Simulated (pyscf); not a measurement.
PySCF, gas phase, ωB97X-D3(BJ)/def2-SVP geometries.

### Question
F–GeH₂–SeH + hydrogen (H₂) → H₃Ge–SeH + hydrogen fluoride (HF)
Surface: singlet. Broken: F–Ge, H–H. Formed: Ge–H, F–H. Give ΔE‡ and ΔE from ωB97M-D3(BJ)/def2-TZVP, relative to the separated reactants.

### Answer
ΔE‡ = 46.6 kcal/mol, ΔE = +10.8 kcal/mol. Zero-point energy shifts the barrier by +2.4 kcal/mol. It is a four-centre exchange, with an imaginary mode of 1217i cm⁻¹. At the saddle there is also a short Ge–H contact that neither side keeps. One saddle was located; it need not be the lowest between these sides. Elements up to Kr have no core potential and no relativistic terms here.
